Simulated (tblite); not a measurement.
Give a GFN2-xTB geometry of `[C@@H]1(C(=[O+])C)OC1` [radical]. (Charge +1 and doublet state.)

```xyz
12
C4H6O2 angstrom
C      1.8415    0.2139   -0.0006
C      0.4543    0.6297    0.2769
O     -0.0241    1.6995    0.4141
C     -0.5452   -0.5926    0.3798
C     -1.9449   -0.1853    0.6551
O     -1.4913   -0.5904   -0.5874
H      2.2415   -0.3345    0.8556
H      1.8787   -0.4569   -0.8609
H      2.4496    1.1016   -0.1847
H     -0.0775   -1.5371    0.6436
H     -2.1195    0.8889    0.7682
H     -2.6618   -0.8375    1.1440
```

Orientation and origin are arbitrary. Atoms count from 1 in this order. O6 (oxygen bonded to 2 C) is bent (angle 65.7°). The 3 C–O bonds span 1.180 Å (C2=O3, drawn double) to 1.383 Å (C5–O6, drawn single), a spread of 0.203 Å. The 3-membered ring C4–C5–O6 has internal angles of 56.2° to 65.7°. The C–C distances run from 1.474 Å (C1–C2, drawn single) to 1.582 Å (C2–C4, drawn single), a spread of 0.108 Å.

Bonds between heavy atoms (Å): C1–C2 1.474, C2=O3 1.180, C2–C4 1.582, C4–C5 1.484, C5–O6 1.383, C4–O6 1.353.

Structure optimised with GFN2-xTB, isolated species. This method treats the open shell by occupation alone, without spin polarisation.

Point group: C1 (no symmetry element, even within 0.4 Å). Its GFN2-xTB frequencies are all real (lowest 82 cm⁻¹). Torsions: C1–C2–C4–C5 180°. 3 starts were optimised and ended at 0.00, 2.36 and 2.41 kcal/mol (GFN2-xTB); the lowest of these is shown.

Time: 0.24 s wall. Hardware: an Arm Neoverse V1 with one thread, shared host. This is the geometry optimisation.

One conformer stands for the species.

These are computed values.
